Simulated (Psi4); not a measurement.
**P2H2 (phosphanylidenephosphane) at r2SCAN/heavy-aug-cc-pVDZ (sweep point 3)**

Aim: the vertical ionisation energy of P2H2 (phosphanylidenephosphane) at r2SCAN/heavy-aug-cc-pVDZ (sweep point 3), from 2 runs. 

The calculation is run with Psi4 1.11.

## Step 1: Starting point

P2H2 has 4 atoms, charge 0, and is taken as a singlet. As SMILES, `[H]/P=P/[H]`. The shape is that of a GFN2-xTB optimisation.

Bond lengths: P1–P2 2.016 Å, P1–H3 1.403 Å, P2–H4 1.403 Å. Angles: P1–P2–H4 94.8°, P2–P1–H3 94.8°.

## Step 2: The energy at r2SCAN/heavy-aug-cc-pVDZ (sweep point 3)

The input, h2p2.py:

```python
import psi4

psi4.set_memory(1600000000)
psi4.set_num_threads(1)
psi4.core.set_output_file('output.dat', False)

m = psi4.geometry("""
0 1
P     -0.024370    -1.003630     0.088350
P      0.024420     1.003540    -0.088260
H      1.037260    -1.067570     1.003320
H     -1.037310     1.067660    -1.003410
symmetry c1
""")

psi4.set_options(dict(reference='rks', puream=True, scf_type='pk', dft_radial_points=99, dft_spherical_points=590))

energy_value = psi4.energy("r2scan/heavy-aug-cc-pVDZ")
print(f'total energy {energy_value:.8f} hartree = {energy_value * 27.211386:.5f} eV')
for k, v in sorted(psi4.core.scalar_variables().items()):
    print(f'{k:45s} {v:18.10f}')
```

On the command line:

```bash
python h2p2.py
```

output.dat:

```text
[...]
  Running in c1 symmetry.
[...]
  Nuclear repulsion =   76.759456495580409
[...]
  Multiplicity = 1
[...]
  Nalpha       = 16
  Nbeta        = 16
[...]
    Number of basis functions: 64
[...]
   @RKS iter   1:  -683.76276622140062   -1.72487e-01   4.61990e-03 ADIIS/DIIS
[...]
   @RKS iter   8:  -683.82747986615084   -2.07831e-09   1.46722e-07 DIIS
[...]
    Orbital Energies [Eh]
    ---------------------
    Doubly Occupied:
       1A    -76.796623     2A    -76.796610     3A     -6.495527
       4A     -6.495404     5A     -4.641272     6A     -4.641181
       7A     -4.639493     8A     -4.638973     9A     -4.636529
      10A     -4.636006    11A     -0.665228    12A     -0.520519
      13A     -0.341020    14A     -0.339145    15A     -0.265738
      16A     -0.241334
[...]
  @RKS Final Energy:  -683.82747986615084
   => Energetics <=
    Nuclear Repulsion Energy =             76.7594564955804088
    One-Electron Energy =               -1097.6453142936461518
    Two-Electron Energy =                 384.1881967846605903
    DFT Exchange-Correlation Energy =     -47.1298188527456148
    Empirical Dispersion Energy =           0.0000000000000000
    VV10 Nonlocal Energy =                  0.0000000000000000
    Total Energy =                       -683.8274798661508385
[...]
 Multipole Moments:
 ------------------------------------------------------------------------------------
     Multipole            Electronic (a.u.)      Nuclear  (a.u.)        Total (a.u.)
 ------------------------------------------------------------------------------------
 L = 1.  Multiply by 2.5417464519 to convert [e a0] to [Debye]
 Dipole X            :          0.0001468           -0.0000937            0.0000531
 Dipole Y            :         -0.0001916            0.0001686           -0.0000229
 Dipole Z            :          0.0002164           -0.0001686            0.0000478
 Magnitude           :                                                    0.0000750
[...]
```

On the terminal:

```text
total energy -683.82747987 hartree = -18607.89351 eV
CURRENT ENERGY                                   -683.8274798662
CURRENT REFERENCE ENERGY                         -683.8274798662
DD SOLVATION ENERGY                                 0.0000000000
DFT FUNCTIONAL TOTAL ENERGY                      -683.8274798662
DFT TOTAL ENERGY                                 -683.8274798662
DFT VV10 ENERGY                                     0.0000000000
DFT XC ENERGY                                     -47.1298188527
GRID ELECTRONS ALPHA                               15.9999999549
GRID ELECTRONS BETA                                15.9999999549
GRID ELECTRONS TOTAL                               31.9999999098
NUCLEAR REPULSION ENERGY                           76.7594564956
ONE-ELECTRON ENERGY                             -1097.6453142936
PCM POLARIZATION ENERGY                             0.0000000000
PE ENERGY                                           0.0000000000
SCF ITERATION ENERGY                             -683.8274798662
SCF ITERATIONS                                      8.0000000000
SCF TOTAL ENERGY                                 -683.8274798662
TWO-ELECTRON ENERGY                               384.1881967847
XC GRID RADIAL POINTS                              99.0000000000
XC GRID SPHERICAL POINTS                          590.0000000000
XC GRID TOTAL POINTS                           226949.0000000000
```

Run time: 10 s. Hardware: 1 thread of Intel Xeon 6975P-C (Granite Rapids), shared host; peak memory 0.84 GiB.

## Step 3: The doublet cation, same level

The input, run.py:

```python
import psi4

psi4.set_memory(1600000000)
psi4.set_num_threads(1)
psi4.set_output_file('psi4.out', False)

mol = psi4.geometry("""
1 2
P     -0.024370    -1.003630     0.088350
P      0.024420     1.003540    -0.088260
H      1.037260    -1.067570     1.003320
H     -1.037310     1.067660    -1.003410
units angstrom
symmetry c1
""")

psi4.set_options({
    'reference': 'uks',
    'puream': True,
    'scf_type': 'pk',
    'dft_radial_points': 99,
    'dft_spherical_points': 590,
    'maxiter': 150,
})

e, wfn = psi4.energy('r2scan/heavy-aug-cc-pVDZ', return_wfn=True)
print(f'r2scan/heavy-aug-cc-pVDZ energy: {e:.10f} Eh')
for k, v in sorted(psi4.core.scalar_variables().items()):
    print(f'{k:45s} {v:18.10f}')
```

On the command line:

```bash
python run.py
```

psi4.out:

```text
[...]
  Running in c1 symmetry.
[...]
  Nuclear repulsion =   76.759456495580409
[...]
  Multiplicity = 2
[...]
  Nalpha       = 16
  Nbeta        = 15
[...]
    Number of basis functions: 64
[...]
   @UKS iter   1:  -683.44830448170455    1.41975e-01   2.99879e-03 DIIS/ADIIS
[...]
   @UKS iter   9:  -683.47359459344761   -7.44535e-09   1.74136e-07 DIIS
[...]
   @S^2 Observed:                7.603655559E-01
[...]
    Orbital Energies [Eh]
    ---------------------
    Alpha Occupied:
       1A    -77.084708     2A    -77.084693     3A     -6.780083
       4A     -6.779962     5A     -4.927846     6A     -4.926959
       7A     -4.924511     8A     -4.924419     9A     -4.921844
      10A     -4.921694    11A     -0.930753    12A     -0.786081
      13A     -0.611965    14A     -0.593314    15A     -0.526590
      16A     -0.512005
    Alpha Virtual:
      17A     -0.386297    18A     -0.241339    19A     -0.222212
      20A     -0.179017    21A     -0.130296    22A     -0.104545
      23A     -0.086493    24A     -0.082912    25A     -0.075849
[...]
  @UKS Final Energy:  -683.47359459344761
   => Energetics <=
    Nuclear Repulsion Energy =             76.7594564955804088
    One-Electron Energy =               -1088.8792373690971544
    Two-Electron Energy =                 375.4780937964992518
    DFT Exchange-Correlation Energy =     -46.8319075164300642
    Empirical Dispersion Energy =           0.0000000000000000
    VV10 Nonlocal Energy =                  0.0000000000000000
    Total Energy =                       -683.4735945934476149
[...]
 Multipole Moments:
 ------------------------------------------------------------------------------------
     Multipole            Electronic (a.u.)      Nuclear  (a.u.)        Total (a.u.)
 ------------------------------------------------------------------------------------
 L = 1.  Multiply by 2.5417464519 to convert [e a0] to [Debye]
 Dipole X            :          0.0000659           -0.0000937           -0.0000278
 Dipole Y            :         -0.0000829            0.0001686            0.0000857
 Dipole Z            :          0.0000864           -0.0001686           -0.0000822
 Magnitude           :                                                    0.0001220
[...]
```

The script printed:

```text
r2scan/heavy-aug-cc-pVDZ energy: -683.4735945934 Eh
CURRENT ENERGY                                   -683.4735945934
CURRENT REFERENCE ENERGY                         -683.4735945934
DD SOLVATION ENERGY                                 0.0000000000
DFT FUNCTIONAL TOTAL ENERGY                      -683.4735945934
DFT TOTAL ENERGY                                 -683.4735945934
DFT VV10 ENERGY                                     0.0000000000
DFT XC ENERGY                                     -46.8319075164
GRID ELECTRONS ALPHA                               15.9999999588
GRID ELECTRONS BETA                                14.9999999121
GRID ELECTRONS TOTAL                               30.9999998709
NUCLEAR REPULSION ENERGY                           76.7594564956
ONE-ELECTRON ENERGY                             -1088.8792373691
PCM POLARIZATION ENERGY                             0.0000000000
PE ENERGY                                           0.0000000000
SCF ITERATION ENERGY                             -683.4735945934
SCF ITERATIONS                                      9.0000000000
SCF TOTAL ENERGY                                 -683.4735945934
TWO-ELECTRON ENERGY                               375.4780937965
XC GRID RADIAL POINTS                              99.0000000000
XC GRID SPHERICAL POINTS                          590.0000000000
XC GRID TOTAL POINTS                           226949.0000000000
```

It took 14 s on 1 thread of Intel Xeon 6975P-C (Granite Rapids), shared host; peak memory 0.84 GiB.

## Step 4: Summary of results

Level: r2SCAN/heavy-aug-cc-pVDZ (sweep point 3).

```
                                          quantity          value
                        singlet P2H2: total energy  -683.82748 Eh
                       singlet P2H2: dipole moment         0.00 D
                         singlet P2H2: HOMO energy       -6.57 eV
                         singlet P2H2: LUMO energy       -3.69 eV
                       singlet P2H2: HOMO–LUMO gap        2.88 eV
                      doublet cation: total energy  -683.47359 Eh
doublet cation: HOMO energy (highest over α and β)      -13.80 eV
 doublet cation: LUMO energy (lowest over α and β)      -12.63 eV
                              doublet cation: ⟨S²⟩          0.760
vertical ionisation energy (to the doublet cation)       9.630 eV
```

What this shows: The vertical ionisation energy comes to 9.63 eV (222 kcal/mol). The negative HOMO energy of the first species, 6.57 eV, lies 3.06 eV below that difference.
